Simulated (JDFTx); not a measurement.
Input for a modified build of JDFTx (ethylamine, C2H7N (SMILES CCN), charge 0, multiplicity 1; bohr and hartree).

```
lattice \
  22.2042819644 0.0000000000 0.0000000000 \
  0.0000000000 19.3696927774 0.0000000000 \
  0.0000000000 0.0000000000 18.4248297151
coords-type Cartesian
ion C -2.3669020167 -0.5151594350 -0.1427864386 0
ion C 0.1747779521 0.8123128734 0.1042159605 0
ion N 2.1956433863 -0.8985744760 -0.6347933949 0
ion H -3.8988387808 0.7920464568 0.2599469472 0
ion H -2.5853428634 -1.2412986665 -2.0503641752 0
ion H -2.4836475189 -2.0919247650 1.1721089780 0
ion H 0.3846879774 1.5373686149 2.0503641752 0
ion H 0.2392562537 2.4305775080 -1.1804974338 0
ion H 3.8988387808 -0.0326317649 -0.4895457007 0
ion H 2.2160547416 -2.4305775080 0.5193449108 0
ion-species pseudo/c_pbe_v1.2.upf
ion-species pseudo/n_pbe_v1.2.upf
ion-species pseudo/h_pbe_v1.4.upf
elec-cutoff 20 100
elec-ex-corr gga-PBE
symmetries none
coulomb-interaction Isolated
coulomb-truncation-embed 0 0 0
elec-n-bands 13
converge-empty-states yes
electronic-scf nIterations 100 energyDiffThreshold 1e-8
dump-name s0.$VAR
dump End State Ecomponents EigStats BandEigs Forces ElecDensity IonicPositions
```

The main set-up lines of the log and the final energy components:

```
unit cell volume = 7924.34
Chosen fftbox size, S = [  100  90  84  ]
unit cell volume = 7924.34
Chosen fftbox size, S = [  96  80  80  ]
  'C' pseudopotential, 'SLA  PW   PBE  PBE' functional
  4 valence electrons, 2 orbitals, 4 projectors, 721 radial grid points, with lMax = 1
  'N' pseudopotential, 'SLA  PW   PBE  PBE' functional
  5 valence electrons, 2 orbitals, 4 projectors, 729 radial grid points, with lMax = 1
  'H' pseudopotential, 'SLA  PW   PBX  PBC' functional
  1 valence electrons, 1 orbitals, 2 projectors, 615 radial grid points, with lMax = 0
Initialized 3 species with 10 total atoms.
Folded 1 k-points by 1x1x1 to 1 k-points.
nElectrons:  20.000000   nBands: 13   nStates: 1
average nbasis = 33851.000 , ideal nbasis = 33853.373
unit cell volume = 63394.7
Chosen fftbox size, S = [  200  180  168  ]
[...]
# Energy components:
   Eewald =       50.2816803252867786
       EH =       69.5205325785854598
     Eloc =     -155.1245728670695883
      Enl =        2.9269771586886089
      Exc =       -8.8648574852625330
 Exc_core =        0.1559704582983576
       KE =       15.5556626296189577
-------------------------------------
     Etot =      -25.5486072018539687


	eMin: -0.806653 at state 0 ( [ +0.000000 +0.000000 +0.000000 ] spin 0 )
	HOMO: -0.197988 at state 0 ( [ +0.000000 +0.000000 +0.000000 ] spin 0 )
```

The run took 24 electronic cycles; the highest occupied level lies at -5.39 eV from the vacuum level.
